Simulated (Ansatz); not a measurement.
Computed with Ansatz on PBE0-D4/def2-TZVP structures; ΔE is electronic, products minus reactants. CCSD(T)/CBS is the MP2 limit (def2-TZVPP, def2-QZVPP) plus CCSD(T) − MP2 in def2-TZVPP, frozen cores. Functionals use def2-TZVPP. Each species was taken in one conformer, which may not be the lowest.

`C=CC=C(F)F` → `CC#CC(F)F`  (isomerisation)

`C=CC=C(F)F`:

Z-matrix (Å, degrees):
```
C
C 1 1.332
H 1 1.082 2 121.2
H 1 1.085 2 121.6 3 180.0
C 2 1.445 1 123.9 3 -180.0
H 2 1.086 1 119.4 3 -0.0
C 5 1.325 2 123.6 1 -180.0
H 5 1.083 2 120.0 1 0.0
F 7 1.312 5 124.7 2 180.0
F 7 1.313 5 125.3 2 -0.0
```

`CC#CC(F)F`:

Cartesian coordinates in Å:
```
C 1.541 0.952 -1.007
C 0.463 0.298 -0.297
C -0.429 -0.258 0.283
C -1.513 -0.886 1.018
F -2.548 -1.188 0.191
F -1.102 -2.050 1.586
H 1.623 2.001 -0.711
H 1.371 0.913 -2.085
H 2.494 0.462 -0.795
H -1.901 -0.244 1.816
```

```tsv
level	ΔE (eV)
PBE0	0.62
MP2/def2-SVP	0.41
```

Question: What does CCSD(T)/CBS give? (Estimate.)

Answer: Ansatz gave: +0.49 eV. The listed levels differ from it by 0.13, -0.08 eV.

Question: What do rigid-rotor, harmonic-oscillator terms from PBE0-D4/def2-TZVP frequencies (298.15 K, 1 bar) make of the CCSD(T)/CBS value? (Best estimate.)

Answer: The calculation gave: ΔZPE = -0.01 eV, ΔH = +0.50 eV, ΔS = 30 J/(mol·K), ΔG = +0.41 eV. Modes under 50 cm⁻¹ make the entropy rough.

Largest T1 diagnostic among the species: 0.012.

Leaving LDA and LC-ωPBE aside and taking each functional with its dispersion term where it has one, the values, not all of them listed here, spread over 0.21 eV, from B2PLYP to revPBE-D4. LDA lies +0.10 eV from PBE without D4. At CCSD(T), def2-SVP lies +0.05 eV from the extrapolated value and def2-TZVPP +0.00 eV.
